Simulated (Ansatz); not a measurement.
# AlH6PSi: the cost of one run

Method: unrestricted cation, the program's frozen cores in correlated methods; program: Ansatz 0.2.0, Gaussian basis.

The runs, in order: UKS PBE-D4/def2-TZVPP; UKS r2SCAN-D4/def2-TZVPP; UKS PBE0-D4/def2-TZVPP; UKS B3LYP-D4/def2-TZVPP; UKS wB97X-V/def2-TZVPP; UKS wB97M-V/def2-TZVPP; UKS B2PLYP/def2-TZVPP; UHF-CCSD(T)/def2-TZVPP; UHF-MP2/def2-QZVPP; extrapolation to the limit; then −ε(HOMO) from the neutral's earlier runs with LDA (SPW92), PBE-D4, revPBE-D4, BLYP-D4, r2SCAN-D4, B97M-V, PBE0-D4, B3LYP-D4, r2SCANh-D4, r2SCAN0-D4, HSE06-D4, BHLYP-D4, CAM-B3LYP-D4, LC-ωPBE, ωB97X-V, ωB97M-V.

### Step 1. Structure used throughout

The geometry comes from an earlier relaxation with PBE0-D4 in a triple-zeta def2 set; it is a stationary point, not always the lowest conformer.

SMILES `[AlH2][SiH2]P`, 9 atoms, charge 0, spin multiplicity 1.

Atoms are counted from 1 here; the program's logs count them from 0.

Bond lengths: Al1–Si2 2.455 Å, Al1–H4 1.588 Å, Al1–H5 1.589 Å, Si2–P3 2.268 Å, Si2–H6 1.491 Å, Si2–H7 1.494 Å, P3–H8 1.421 Å, P3–H9 1.421 Å. Angles: Si2–Al1–H4 119.3°, Si2–Al1–H5 121.4°, H4–Al1–H5 119.3°, Al1–Si2–P3 109.4°, Al1–Si2–H6 113.3°, Al1–Si2–H7 109.4°, P3–Si2–H6 112.2°, P3–Si2–H7 105.2°, H6–Si2–H7 106.9°, Si2–P3–H8 95.3°, Si2–P3–H9 94.4°, H8–P3–H9 93.3°.

### Step 2. Cation, UKS PBE-D4/def2-TZVPP

Contents of in.yaml:

```yaml
crystal:
  periodic: [false, false, false]
  atoms:
    - {symbol: Al, position_ang: [-1.345714, 0.748515, -1.285769]}
    - {symbol: Si, position_ang: [0.741543, 0.265683, -0.087312]}
    - {symbol: P, position_ang: [0.513071, -1.668660, 1.075127]}
    - {symbol: H, position_ang: [-2.001537, -0.379516, -2.191093]}
    - {symbol: H, position_ang: [-2.061820, 2.161312, -1.164895]}
    - {symbol: H, position_ang: [1.199838, 1.391127, 0.777397]}
    - {symbol: H, position_ang: [1.832151, 0.004032, -1.073975]}
    - {symbol: H, position_ang: [1.626260, -1.441371, 1.927850]}
    - {symbol: H, position_ang: [-0.415291, -1.127322, 2.005470]}
basis:
  gaussian: {orbitals: def2-TZVPP}
total_charge: 1
magnetization: {spin_polarized: true, initial_magnetization: 1}
hamiltonian: {xc: pbe, dispersion: d4}
```

On the command line:

```bash
> ansatz run in.yaml --threads 2 --pin off --events-out ev --progress --plain --max-ram 4352MiB
```

**Question.** How long does this run take on 2 threads of INTEL XEON PLATINUM 8581C at 2.10GHz, shared host, and how much memory does it need?

About 8 s, with a peak of 0.56 GiB.
